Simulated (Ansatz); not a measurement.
Ansatz (an electronic-structure program) input (B3LYP-D3(BJ)/def2-TZVP):

Ansatz 0.2 input:
```yaml
crystal:
  periodic: [false, false, false]
  atoms:
    - {symbol: C, position_ang: [0.76790855, 1.82364016, -0.04391624]}
    - {symbol: C, position_ang: [0.62963155, 0.35318691, 0.11098407]}
    - {symbol: C, position_ang: [-0.69356052, -0.31211522, -0.02058613]}
    - {symbol: C, position_ang: [-0.62001186, -1.83764647, -0.04651647]}
    - {symbol: H, position_ang: [1.81220535, 2.13398295, -0.09839861]}
    - {symbol: H, position_ang: [-1.61297326, -2.28227293, -0.13047803]}
    - {symbol: H, position_ang: [0.31242600, 2.36960137, 0.79757930]}
    - {symbol: H, position_ang: [0.25812005, 2.18196566, -0.94536723]}
    - {symbol: H, position_ang: [-0.15856476, -2.22048302, 0.86655326]}
    - {symbol: H, position_ang: [-0.02182378, -2.18418515, -0.89153036]}
    - {symbol: H, position_ang: [1.45672822, -0.21521369, 0.52070677]}
    - {symbol: H, position_ang: [-1.19731332, 0.05244074, -0.92589008]}
    - {symbol: H, position_ang: [-1.35261093, 0.00177164, 0.80703374]}
basis:
  gaussian:
    orbitals: def2-TZVP
hamiltonian:
  xc: b3lyp
  dispersion: d3bj
magnetization: {spin_polarized: true, initial_magnetization: 1}
phonons: {temperatures: {t_min: 298.15, t_max: 298.15, t_step: 100}}
```

Output:

```
Functional definition: B3LYP
integrals: 0.08 GiB planned
1116 factors; their error is unknown
mean field: 0.99 GiB planned
mean field evaluation 1: about -4283.1712 eV, gradient 5.1e1 eV
mean field evaluation 2: about -4275.5250 eV, gradient 6.2e1 eV
mean field evaluation 4: about -4295.4401 eV, gradient 2.9e0 eV
mean field evaluation 8: about -4295.4488 eV, gradient 5.7e-2 eV
mean field evaluation 16: about -4295.4488 eV, gradient 8.9e-5 eV
mean field -4295.44876930 eV, -157.8548307120 hartree, gradient 8.9e-5 eV, S^2 0.754164; 0 other end points of the search recorded, 0 dependent functions left out
the calculation of the forces begins
reference -4295.44906311 eV, -157.8548415095 hartree; 17, 16 occupied and 161, 162 virtual orbitals, 1116 factors
these checks for a lower state are left out or cut short: stability, starts, cluster_reference, orbital_swaps, neighbouring_geometries, increment
integrals: 0.08 GiB planned
1116 factors; their error is unknown
mean field: 0.99 GiB planned
mean field -4295.44862239 eV, -157.8548253134 hartree, gradient 2.1e-6 eV, S^2 0.754168; 0 other end points of the search recorded, 0 dependent functions left out
the calculation of the forces begins
reference -4295.44891617 eV, -157.8548361095 hartree; 17, 16 occupied and 161, 162 virtual orbitals, 1116 factors
these checks for a lower state are left out or cut short: stability, starts, cluster_reference, orbital_swaps, neighbouring_geometries, increment
integrals: 0.08 GiB planned
1116 factors; their error is unknown
mean field: 0.99 GiB planned
mean field -4295.44857589 eV, -157.8548236042 hartree, gradient 2.1e-6 eV, S^2 0.754160; 0 other end points of the search recorded, 0 dependent functions left out
the calculation of the forces begins
reference -4295.44886973 eV, -157.8548344029 hartree; 17, 16 occupied and 161, 162 virtual orbitals, 1116 factors
these checks for a lower state are left out or cut short: stability, starts, cluster_reference, orbital_swaps, neighbouring_geometries, increment
integrals: 0.08 GiB planned
1116 factors; their error is unknown
mean field: 0.99 GiB planned
mean field evaluation 32: about -4295.4794 eV, gradient 4.8e-4 eV
mean field -4295.44867536 eV, -157.8548272598 hartree, gradient 2.1e-6 eV, S^2 0.754163; 0 other end points of the search recorded, 0 dependent functions left out
the calculation of the forces begins
reference -4295.44896908 eV, -157.8548380539 hartree; 17, 16 occupied and 161, 162 virtual orbitals, 1116 factors
these checks for a lower state are left out or cut short: stability, starts, cluster_reference, orbital_swaps, neighbouring_geometries, increment
integrals: 0.08 GiB planned
1116 factors; their error is unknown
mean field: 0.99 GiB planned
mean field -4295.44857955 eV, -157.8548237389 hartree, gradient 2.1e-6 eV, S^2 0.754165; 0 other end points of the search recorded, 0 dependent functions left out
the calculation of the forces begins
reference -4295.44887346 eV, -157.8548345397 hartree; 17, 16 occupied and 161, 162 virtual orbitals, 1116 factors
these checks for a lower state are left out or cut short: stability, starts, cluster_reference, orbital_swaps, neighbouring_geometries, increment
integrals: 0.08 GiB planned
1116 factors; their error is unknown
mean field: 0.99 GiB planned
mean field -4295.44861916 eV, -157.8548251945 hartree, gradient 2.1e-6 eV, S^2 0.754158; 0 other end points of the search recorded, 0 dependent functions left out
the calculation of the forces begins
reference -4295.44891302 eV, -157.8548359936 hartree; 17, 16 occupied and 161, 162 virtual orbitals, 1116 factors
these checks for a lower state are left out or cut short: stability, starts, cluster_reference, orbital_swaps, neighbouring_geometries, increment
integrals: 0.08 GiB planned
[...]
mean field -4295.44876340 eV, -157.8548304950 hartree, gradient 2.1e-6 eV, S^2 0.754165; 0 other end points of the search recorded, 0 dependent functions left out
the calculation of the forces begins
reference -4295.44905722 eV, -157.8548412930 hartree; 17, 16 occupied and 161, 162 virtual orbitals, 1116 factors
these checks for a lower state are left out or cut short: stability, starts, cluster_reference, orbital_swaps, neighbouring_geometries, increment
integrals: 0.08 GiB planned
1116 factors; their error is unknown
mean field: 0.99 GiB planned
mean field -4295.44874426 eV, -157.8548297920 hartree, gradient 2.1e-6 eV, S^2 0.754163; 0 other end points of the search recorded, 0 dependent functions left out
the calculation of the forces begins
reference -4295.44903806 eV, -157.8548405889 hartree; 17, 16 occupied and 161, 162 virtual orbitals, 1116 factors
these checks for a lower state are left out or cut short: stability, starts, cluster_reference, orbital_swaps, neighbouring_geometries, increment
integrals: 0.08 GiB planned
1116 factors; their error is unknown
mean field: 0.99 GiB planned
mean field evaluation 480: about -4295.4794 eV, gradient 3.6e-4 eV
mean field -4295.44871550 eV, -157.8548287351 hartree, gradient 2.1e-6 eV, S^2 0.754162; 0 other end points of the search recorded, 0 dependent functions left out
the calculation of the forces begins
reference -4295.44900930 eV, -157.8548395319 hartree; 17, 16 occupied and 161, 162 virtual orbitals, 1116 factors
these checks for a lower state are left out or cut short: stability, starts, cluster_reference, orbital_swaps, neighbouring_geometries, increment
integrals: 0.08 GiB planned
1116 factors; their error is unknown
mean field: 0.99 GiB planned
mean field -4295.44875889 eV, -157.8548303295 hartree, gradient 2.1e-6 eV, S^2 0.754165; 0 other end points of the search recorded, 0 dependent functions left out
the calculation of the forces begins
reference -4295.44905272 eV, -157.8548411275 hartree; 17, 16 occupied and 161, 162 virtual orbitals, 1116 factors
these checks for a lower state are left out or cut short: stability, starts, cluster_reference, orbital_swaps, neighbouring_geometries, increment
integrals: 0.08 GiB planned
1116 factors; their error is unknown
mean field: 0.99 GiB planned
mean field -4295.44874282 eV, -157.8548297387 hartree, gradient 2.1e-6 eV, S^2 0.754164; 0 other end points of the search recorded, 0 dependent functions left out
the calculation of the forces begins
reference -4295.44903664 eV, -157.8548405368 hartree; 17, 16 occupied and 161, 162 virtual orbitals, 1116 factors
these checks for a lower state are left out or cut short: stability, starts, cluster_reference, orbital_swaps, neighbouring_geometries, increment
integrals: 0.08 GiB planned
1116 factors; their error is unknown
mean field: 0.99 GiB planned
mean field -4295.44874649 eV, -157.8548298738 hartree, gradient 2.1e-6 eV, S^2 0.754163; 0 other end points of the search recorded, 0 dependent functions left out
the calculation of the forces begins
reference -4295.44904029 eV, -157.8548406706 hartree; 17, 16 occupied and 161, 162 virtual orbitals, 1116 factors
these checks for a lower state are left out or cut short: stability, starts, cluster_reference, orbital_swaps, neighbouring_geometries, increment
integrals: 0.08 GiB planned
1116 factors; their error is unknown
mean field: 0.99 GiB planned
mean field evaluation 512: about -4295.4487 eV, gradient 1.9e-6 eV
mean field -4295.44868497 eV, -157.8548276128 hartree, gradient 2.1e-6 eV, S^2 0.754163; 0 other end points of the search recorded, 0 dependent functions left out
the calculation of the forces begins
reference -4295.44897874 eV, -157.8548384089 hartree; 17, 16 occupied and 161, 162 virtual orbitals, 1116 factors
these checks for a lower state are left out or cut short: stability, starts, cluster_reference, orbital_swaps, neighbouring_geometries, increment
integrals: 0.08 GiB planned
1116 factors; their error is unknown
mean field: 0.99 GiB planned
mean field -4295.44871254 eV, -157.8548286261 hartree, gradient 2.1e-6 eV, S^2 0.754164; 0 other end points of the search recorded, 0 dependent functions left out
the calculation of the forces begins
reference -4295.44900639 eV, -157.8548394249 hartree; 17, 16 occupied and 161, 162 virtual orbitals, 1116 factors
these checks for a lower state are left out or cut short: stability, starts, cluster_reference, orbital_swaps, neighbouring_geometries, increment
integrals: 0.08 GiB planned
1116 factors; their error is unknown
mean field: 0.99 GiB planned
mean field -4295.44870116 eV, -157.8548282081 hartree, gradient 2.1e-6 eV, S^2 0.754161; 0 other end points of the search recorded, 0 dependent functions left out
the calculation of the forces begins
reference -4295.44899495 eV, -157.8548390045 hartree; 17, 16 occupied and 161, 162 virtual orbitals, 1116 factors
these checks for a lower state are left out or cut short: stability, starts, cluster_reference, orbital_swaps, neighbouring_geometries, increment
integrals: 0.08 GiB planned
1116 factors; their error is unknown
mean field: 0.99 GiB planned
mean field -4295.44875396 eV, -157.8548301482 hartree, gradient 2.1e-6 eV, S^2 0.754167; 0 other end points of the search recorded, 0 dependent functions left out
the calculation of the forces begins
reference -4295.44904780 eV, -157.8548409466 hartree; 17, 16 occupied and 161, 162 virtual orbitals, 1116 factors
these checks for a lower state are left out or cut short: stability, starts, cluster_reference, orbital_swaps, neighbouring_geometries, increment
integrals: 0.08 GiB planned
1116 factors; their error is unknown
mean field: 0.99 GiB planned
mean field -4295.44874730 eV, -157.8548299034 hartree, gradient 2.1e-6 eV, S^2 0.754165; 0 other end points of the search recorded, 0 dependent functions left out
the calculation of the forces begins
reference -4295.44904111 eV, -157.8548407008 hartree; 17, 16 occupied and 161, 162 virtual orbitals, 1116 factors
these checks for a lower state are left out or cut short: stability, starts, cluster_reference, orbital_swaps, neighbouring_geometries, increment
integrals: 0.08 GiB planned
1116 factors; their error is unknown
mean field: 0.99 GiB planned
mean field evaluation 544: about -4295.4483 eV, gradient 4.0e-1 eV
mean field -4295.44874812 eV, -157.8548299336 hartree, gradient 2.1e-6 eV, S^2 0.754163; 0 other end points of the search recorded, 0 dependent functions left out
the calculation of the forces begins
reference -4295.44904193 eV, -157.8548407310 hartree; 17, 16 occupied and 161, 162 virtual orbitals, 1116 factors
these checks for a lower state are left out or cut short: stability, starts, cluster_reference, orbital_swaps, neighbouring_geometries, increment
integrals: 0.08 GiB planned
1116 factors; their error is unknown
mean field: 0.99 GiB planned
mean field -4295.44872358 eV, -157.8548290318 hartree, gradient 2.1e-6 eV, S^2 0.754167; 0 other end points of the search recorded, 0 dependent functions left out
the calculation of the forces begins
reference -4295.44901738 eV, -157.8548398289 hartree; 17, 16 occupied and 161, 162 virtual orbitals, 1116 factors
these checks for a lower state are left out or cut short: stability, starts, cluster_reference, orbital_swaps, neighbouring_geometries, increment
integrals: 0.08 GiB planned
1116 factors; their error is unknown
mean field: 0.99 GiB planned
mean field -4295.44869771 eV, -157.8548280810 hartree, gradient 2.1e-6 eV, S^2 0.754161; 0 other end points of the search recorded, 0 dependent functions left out
the calculation of the forces begins
reference -4295.44899153 eV, -157.8548388787 hartree; 17, 16 occupied and 161, 162 virtual orbitals, 1116 factors
Total energy: -4295.81295116 eV, -157.8682141486 hartree
Atom 0 at     0.767909     1.823640    -0.043916 Å, force    -0.000056     0.001154    -0.000366 eV/Å
Atom 1 at     0.629632     0.353187     0.110984 Å, force    -0.000384    -0.000170     0.000086 eV/Å
Atom 2 at    -0.693561    -0.312115    -0.020586 Å, force    -0.000552    -0.000229     0.000510 eV/Å
Atom 3 at    -0.620012    -1.837646    -0.046516 Å, force     0.000542     0.000006    -0.000783 eV/Å
Atom 4 at     1.812205     2.133983    -0.098399 Å, force    -0.001049     0.000010     0.000107 eV/Å
Atom 5 at    -1.612973    -2.282273    -0.130478 Å, force    -0.000089     0.000094     0.000064 eV/Å
Atom 6 at     0.312426     2.369601     0.797579 Å, force     0.000655    -0.000560    -0.000724 eV/Å
Atom 7 at     0.258120     2.181966    -0.945367 Å, force     0.000662    -0.000380     0.000887 eV/Å
Atom 8 at    -0.158565    -2.220483     0.866553 Å, force    -0.000152     0.000400    -0.000254 eV/Å
Atom 9 at    -0.021824    -2.184185    -0.891530 Å, force     0.000181    -0.000729    -0.000092 eV/Å
Atom 10 at     1.456728    -0.215214     0.520707 Å, force     0.000056    -0.000010    -0.000107 eV/Å
Atom 11 at    -1.197313     0.052441    -0.925890 Å, force     0.000476    -0.000341     0.000290 eV/Å
Atom 12 at    -1.352611     0.001772     0.807034 Å, force    -0.000290     0.000756     0.000383 eV/Å
Dipole moment:    -0.031766     0.027369     0.023960 e Å
Vibrations: 60.08 106.42 234.22 259.15 368.56 433.80 770.90 851.28 978.12 992.28 1031.22 1072.11 1132.85 1184.87 1271.27 1318.15 1403.98 1411.73 1418.15 1467.46 1472.86 1484.43 1498.11 1504.11 2914.62 2941.06 2982.38 3014.52 3030.61 3088.68 3088.98 3095.70 3160.19 cm⁻¹, zero-point energy 3.164255 eV
```

It need not be the lowest isomer of its formula.
